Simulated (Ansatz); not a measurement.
**Ladder of methods for the elastic constant C11 of hcp Zn**

Reference value: 177 GPa (measured, 0 K, extrapolated to 0 K; zero-point effects included; as tabulated in Galib et al. (2023), arXiv:2209.08184).

**Question.** Which of these levels comes closest to the reference?
A. LDA (Ansatz, an electronic-structure program)
B. PBE (Ansatz)
C. PBEsol (Ansatz)
D. r²SCAN (Ansatz)

**Answer.** B, PBE (Ansatz)

| level (code) | value (GPa) | cell (Å³/atom) | difference (%) |
|---|---|---|---|
| LDA (Ansatz) | 242 | 13.62 | +37 |
| PBE (Ansatz) | 177 | 15.24 | 0.0 |
| PBEsol (Ansatz) | 215 | 14.22 | +21 |
| r²SCAN (Ansatz) | 222 | 14.47 | +25 |

The best agreement in this table is that of PBE (0.0 %). LDA (+37 %) misses by most. Of these only PBE lands within 5 %.

The reference has no zero-point or thermal correction, while the calculations are for a static lattice, so the differences are not the levels' errors alone.  Each level is taken at its own relaxed cell. Cutoffs differ between the levels. Ansatz's density-functional and Hartree–Fock values are scalar-relativistic unless marked +SOC, with PAW data made under PBE.

Differences are worked out from the printed values.
